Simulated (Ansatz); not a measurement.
TlS (I4/mcm, No. 140) was calculated with PBE0 (Ansatz, a quantum-chemistry and plane-wave program, PAW).

Settings: plane-wave cutoff 460 eV, 4×4×4 k mesh, Fermi–Dirac smearing 0.01 eV, scalar-relativistic PAW data made under PBE.

Cell (measured lattice):

```
CELL_PARAMETERS angstrom
     -3.89300     3.89300     3.40000
      3.89300    -3.89300     3.40000
      3.89300     3.89300    -3.40000
ATOMIC_POSITIONS crystal
  Tl 0.75000 0.25000 0.50000
  Tl 0.25000 0.75000 0.50000
  Tl 0.25000 0.25000 0.00000
  Tl 0.75000 0.75000 0.00000
  S  0.67900 0.17900 0.85800
  S  0.17900 0.32100 0.50000
  S  0.32100 0.82100 0.14200
  S  0.82100 0.67900 0.50000
```

Problem. Predict the band gap, smallest direct gap on the k points sampled and direct gap at Γ.

Solution. 
* **band gap**: 1.49 eV
* **smallest direct gap on the k points sampled**: 2.03 eV
* **direct gap at Γ**: 3.73 eV

Note: cell and atoms aren't relaxed at this level (largest force component 0.50 eV/Å, pressure -0.4 GPa).

Spin–orbit coupling is not included; with these elements it can move the gap by several tenths of an eV or more.

Cost on a shared machine: around 8 core-minutes (rough).
